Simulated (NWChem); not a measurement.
System meant: C$_{2}$H$_{6}$ anion, doublet; SMILES of the neutral closed-shell parent CC

Here is an NWChem input.

```
start job
memory heap 200 mb stack 900 mb global 1100 mb
charge -1
geometry units angstroms noautoz
  C      0.000000     0.000000     0.766327
  C      0.000000     0.000000    -0.766327
  H     -0.730139     0.730139     1.160625
  H      0.997388     0.267249     1.160625
  H     -0.267249    -0.997388     1.160625
  H     -0.997388    -0.267249    -1.160625
  H      0.730139    -0.730139    -1.160625
  H      0.267249     0.997388    -1.160625
end
basis spherical
  * library def2-svp
end
dft
  odft
  mult 3
  xc b3lyp
  iterations 150
  mulliken
end
task dft energy
```

End of the output:

```
 Summary of "ao basis" -> "" (spherical)
 ------------------------------------------------------------------------------
       Tag                 Description            Shells   Functions and Types
 ---------------- ------------------------------  ------  ---------------------
 *                          def2-svp                  on all atoms

                                 NWChem DFT Module
                                 -----------------

 Summary of "ao basis" -> "ao basis" (spherical)
 ------------------------------------------------------------------------------
       Tag                 Description            Shells   Functions and Types
 ---------------- ------------------------------  ------  ---------------------
 C                          def2-svp                 6       14   3s2p1d
 H                          def2-svp                 3        5   2s1p

 Summary of "ao basis" -> "ao basis" (spherical)
 ------------------------------------------------------------------------------
       Tag                 Description            Shells   Functions and Types
 ---------------- ------------------------------  ------  ---------------------
 C                          def2-svp                 6       14   3s2p1d
 H                          def2-svp                 3        5   2s1p

      Symmetry analysis of basis
      --------------------------

        a1g        10
        a1u         1
        a2g         1
        a2u        10
        eg         18
        eu         18

  Rotation of axis
  number of electrons :                   19
  multiplicity        :                    3
 ------------------------------------------------------------------------
  no. of electrons and multiplicity not compatible                  19
 ------------------------------------------------------------------------
 ------------------------------------------------------------------------
  current input line :
    24: task dft energy
 ------------------------------------------------------------------------
 ------------------------------------------------------------------------
 There is an error in the input file
 ------------------------------------------------------------------------
 For more information see the NWChem manual at https://nwchemgit.github.io

0: no. of electrons and multiplicity not compatible:Received an Error in Communication
```

### Question
Find the fault in this run and fix the input.

### Answer
The input was rejected before any calculation. Cause: the multiplicity doesn't fit the number of electrons (an even count wants an odd multiplicity, and the reverse). This input runs:
```
start job
memory heap 200 mb stack 900 mb global 1100 mb
charge -1
geometry units angstroms noautoz
  C      0.000000     0.000000     0.766327
  C      0.000000     0.000000    -0.766327
  H     -0.730139     0.730139     1.160625
  H      0.997388     0.267249     1.160625
  H     -0.267249    -0.997388     1.160625
  H     -0.997388    -0.267249    -1.160625
  H      0.730139    -0.730139    -1.160625
  H      0.267249     0.997388    -1.160625
end
basis spherical
  C library def2-svp
  H library def2-svp
end
dft
  odft
  mult 2
  xc b3lyp
  iterations 150
  mulliken
end
task dft energy
```
It converges to -79.64168 Ha (B3LYP/def2-SVP, spin-unrestricted).
